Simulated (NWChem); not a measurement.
**C4H5N (3-butenenitrile): levels of theory compared**

Wanted: a comparison of 4 runs (HF/STO-3G, HF/3-21G, B3LYP/6-31G*) of C4H5N (3-butenenitrile). 

Program for the calculation: NWChem 7.3.0.

46 further runs of the same task are left out: 46 set aside as unsound or not needed.

### 1 The structure to begin with

C4H5N: 10 atoms, total charge 0, spin state singlet. As SMILES, `C=CCC#N`. The C1–H6 distance was set to 1.411 Å, away from the relaxed value.

Bond lengths: C1–C2 1.322 Å, C2–C3 1.502 Å, C3–C4 1.453 Å, C4–N5 1.149 Å, C1–H7 1.083 Å, C2–H8 1.086 Å, C3–H9 1.096 Å, C3–H10 1.096 Å. Some angles: C1–C2–C3 125.6°, C2–C3–C4 113.9°, C3–C4–N5 179.2°, C1–C2–H8 120.3°, C3–C2–H8 114.1°, C2–C1–H7 120.8°, C2–C3–H9 110.1°, C2–C3–H10 110.1°, C4–C3–H9 108.3°, C4–C3–H10 108.3°. A long bond or contact: C1–H6 1.411 Å.

### 2 A single-point energy at HF/STO-3G (run 1)

run.py reads:

```python
from ase import Atoms
from ase.calculators.nwchem import NWChem

mol = Atoms(['C', 'C', 'C', 'C', 'N', 'H', 'H', 'H', 'H', 'H'], positions=[
    [-1.145071, -0.931794, -0.510838],
    [-0.346771, -0.980194, 0.542262],
    [0.704229, 0.035206, 0.890062],
    [0.796329, 1.133706, -0.056538],
    [0.858629, 1.995406, -0.814138],
    [-1.078900, 0.123300, -1.444900],
    [-1.878271, -1.708994, -0.687238],
    [-0.418271, -1.804694, 1.246062],
    [0.509129, 0.453506, 1.884162],
    [1.686729, -0.446294, 0.954362],
])

calc = NWChem(
    label='c4h5n',
    theory='scf',
    memory='2200 mb',
    basis='STO-3G',
    basispar='spherical bse',
    scf={'nopen': '0', 'rhf': None, 'thresh': '1e-08', 'maxiter': '80'},
    task='energy',
)
mol.calc = calc

print("Total energy (eV):", round(mol.get_potential_energy(), 6))
print("dipole (e A):", mol.get_dipole_moment().round(4))
```

The run is started by

```console
$ export ASE_NWCHEM_COMMAND="nwchem PREFIX.nwi > PREFIX.nwo"
$ python run.py
```

Standard output:

```text
Total energy (eV): -5609.431413
dipole (e A): [-0.0631 -0.4855  0.3908]
```

The calculator wrote c4h5n.nwi:

```
title "c4h5n"

permanent_dir c4h5n

scratch_dir c4h5n

start c4h5n

geometry units angstrom nocenter noautosym noautoz
  C  -1.1450709999999999e+00 -9.3179400000000001e-01 -5.1083800000000001e-01
  C  -3.4677100000000000e-01 -9.8019400000000001e-01 5.4226200000000002e-01
  C  7.0422899999999999e-01 3.5206000000000001e-02 8.9006200000000002e-01
  C  7.9632899999999995e-01 1.1337060000000001e+00 -5.6537999999999998e-02
  N  8.5862899999999998e-01 1.9954060000000000e+00 -8.1413800000000003e-01
  H  -1.0789000000000000e+00 1.2330000000000001e-01 -1.4449000000000001e+00
  H  -1.8782710000000000e+00 -1.7089939999999999e+00 -6.8723800000000002e-01
  H  -4.1827100000000000e-01 -1.8046940000000000e+00 1.2460620000000000e+00
  H  5.0912900000000005e-01 4.5350600000000002e-01 1.8841619999999999e+00
  H  1.6867289999999999e+00 -4.4629400000000002e-01 9.5436200000000004e-01
end

memory 2200 mb

basis spherical bse noprint
   * library STO-3G
end

scf
  nopen 0
  rhf
  thresh 1e-08
  maxiter 80
end

task scf energy
```

c4h5n.nwo:

```text
Northwest Computational Chemistry Package (NWChem) 7.3.0
             --------------------------------------------------------

           Job information
           ---------------

    nwchem branch   = 7.3.0
    use scalapack   = T
    input           = c4h5n.nwi
    prefix          = c4h5n.
    data base       = c4h5n/c4h5n.db
    status          = startup
    nproc           =        1

           Memory information
           ------------------

    heap     =     72089598 doubles =      550.0 Mbytes
    stack    =     72089595 doubles =      550.0 Mbytes
    global   =    144179200 doubles =     1100.0 Mbytes (distinct from heap & stack)
    total    =    288358393 doubles =     2200.0 Mbytes
    verify   = yes
    hardfail = no

[... 133 lines left out ...]
 Convergence threshold     :          1.000E-08
[... 13 lines left out ...]
       Final RHF  results
[... 3 lines left out ...]
      One-electron energy =   -561.489053532964
[... 1 line left out ...]
 Nuclear repulsion energy =    142.502467544056
[... 36 lines left out ...]
                       ROHF Final Molecular Orbital Analysis
[... 202 lines left out ...]
  Mulliken analysis of the total density
  --------------------------------------

    Atom       Charge   Shell Charges
 -----------   ------   -------------------------------------------------------
    1 C    6     6.08   1.99  1.20  2.89
    2 C    6     6.06   1.99  1.13  2.94
    3 C    6     6.11   1.99  1.16  2.96
[... 6 lines of this table left out ...]
   10 H    1     0.90   0.90

       Multipole analysis of the density wrt the origin
       ------------------------------------------------

     L   x y z        total         open         nuclear
     -   - - -        -----         ----         -------
     0   0 0 0     -0.000000      0.000000     36.000000

     1   1 0 0     -0.119197      0.000000      9.227749
[... 8 lines of this table left out ...]
     2   0 0 2    -20.556092      0.000000     76.120033

 Task  times  cpu:        2.2s     wall:        2.2s
 Total times  cpu:        2.2s     wall:        2.2s
```

Run time: 3.9 s. Hardware: 1 thread of Intel Xeon Platinum 8488C (Sapphire Rapids), shared host; peak memory 0.096 GiB.

### 3 A single-point energy at HF/3-21G (run 2)

work.xyz reads:

```xyz
10

C     -1.145071    -0.931794    -0.510838
C     -0.346771    -0.980194     0.542262
C      0.704229     0.035206     0.890062
C      0.796329     1.133706    -0.056538
N      0.858629     1.995406    -0.814138
H     -1.078900     0.123300    -1.444900
H     -1.878271    -1.708994    -0.687238
H     -0.418271    -1.804694     1.246062
H      0.509129     0.453506     1.884162
H      1.686729    -0.446294     0.954362
```

work.nw reads:

```
START work
memory 2200 mb

GEOMETRY units angstroms noautosym nocenter noautoz
 load work.xyz
END

BASIS spherical bse
 * library 3-21G
END

SCF
 thresh 1e-08
 maxiter 80
END

TASK scf
```

The run is started by

```console
$ nwchem work.nw > work.out
```

Standard output:

```text
[...]
  functions       =    55
[...]
  wavefunction    = RHF
[...]
         Total SCF energy =   -207.592632081852
      One-electron energy =   -561.373643381486
      Two-electron energy =    211.278543755578
 Nuclear repulsion energy =    142.502467544056
        Time for solution =      2.5s
[...]
```

It took 3.9 s on 1 thread of Intel Xeon Platinum 8488C (Sapphire Rapids), shared host; peak memory 0.096 GiB.

Run 3 isn't shown in full; the table further down has it.

### 4 The energy at B3LYP/6-31G(d) (Cartesian functions) (run 4)

test.nw reads:

```
START test
TITLE "C4H5N energy"
memory total 2200 mb

GEOMETRY units angstrom noautosym nocenter noautoz
  C    -1.145071   -0.931794   -0.510838
  C    -0.346771   -0.980194    0.542262
  C     0.704229    0.035206    0.890062
  C     0.796329    1.133706   -0.056538
  N     0.858629    1.995406   -0.814138
  H    -1.078900    0.123300   -1.444900
  H    -1.878271   -1.708994   -0.687238
  H    -0.418271   -1.804694    1.246062
  H     0.509129    0.453506    1.884162
  H     1.686729   -0.446294    0.954362
END

BASIS
  * library 6-31G*
END

DFT
  xc b3lyp
  grid xfine
  convergence energy 1e-08
  iterations 100
  mulliken
END

TASK dft
```

The run is started by

```console
$ nwchem test.nw > test.out
```

Standard output:

```text
[...]
          Wavefunction type:  closed shell.
          No. of atoms     :    10
          No. of electrons :    36
[...]
          Charge           :     0
          Spin multiplicity:     1
[...]
          AO basis - number of functions:    85
[...]
              XC Information
              --------------
                         B3LYP Method XC Potential
                     Hartree-Fock (Exact) Exchange  0.200
                        Slater Exchange Functional  0.800 local
                    Becke 1988 Exchange Functional  0.720 non-local
              Lee-Yang-Parr Correlation Functional  0.810
                  VWN I RPA Correlation Functional  0.190 local
[...]
 d= 0,ls=0.0,diis     1   -209.9915473821 -3.52D+02  2.01D-02  9.53D-01     4.2
[...]
 d= 0,ls=0.0,diis    11   -210.1038164762 -4.65D-09  2.52D-07  1.31D-09    40.8
         Total DFT energy =     -210.103816476162
      One electron energy =     -563.927057381044
           Coulomb energy =      241.624018733938
    Exchange-Corr. energy =      -30.303245373112
 Nuclear repulsion energy =      142.502467544056
[...]
      Total Density - Mulliken Population Analysis
     ---------------------------------------------
    Atom       Charge   Shell Charges
 -----------   ------   -------------------------------------------------------
    1 C    6     6.30   1.99  0.70  1.96  0.65  1.00  0.00
    2 C    6     6.06   1.99  0.71  2.06  0.50  0.79  0.01
    3 C    6     6.37   1.99  0.69  2.15  0.58  0.93  0.03
    4 C    6     5.64   1.99  0.73  2.01  0.34  0.58 -0.01
    5 N    7     7.47   1.99  0.84  2.27  1.12  1.27 -0.02
    6 H    1     0.88   0.42  0.45
    7 H    1     0.85   0.53  0.32
    8 H    1     0.85   0.53  0.32
    9 H    1     0.80   0.52  0.28
   10 H    1     0.80   0.52  0.28
[...]
```

Wall time 42 s (1 thread of Intel Xeon Platinum 8488C (Sapphire Rapids), shared host); peak memory 0.13 GiB.

### 5 The series

```csv
run,level,iteration cap,module,energy (Eh),dipole moment (D),HOMO energy (eV),LUMO energy (eV),wall time
1,HF/STO-3G,80,scf,-206.142804,3.01,-8.99,8.34,3.9 s
2,HF/3-21G,80,scf,-207.592632,3.91,-10.54,4.57,3.9 s
3,B3LYP/6-31G* (spherical functions),100,dft,-210.098755,3.83,-7.58,0.16,40 s
4,B3LYP/6-31G* (Cartesian functions),100,dft,-210.103816,3.83,-7.59,0.16,42 s
```

### 6 Summary of results

```
            quantity          value
 run 4: total energy  -210.10382 Eh
run 4: dipole moment         3.83 D
  run 4: HOMO energy       -7.59 eV
  run 4: LUMO energy        0.16 eV
run 4: HOMO–LUMO gap        7.75 eV
```

In words: The dipole moment (its size) runs from 3.01 D (HF/STO-3G) to 3.91 D (HF/3-21G). The HOMO–LUMO gap runs from 7.75 eV (B3LYP/6-31G*) to 17.33 eV (HF/STO-3G). The two ends differ in method and basis. In run 1 the basis is minimal, so the values are rough. All runs together took 90 s, the longest 42 s.
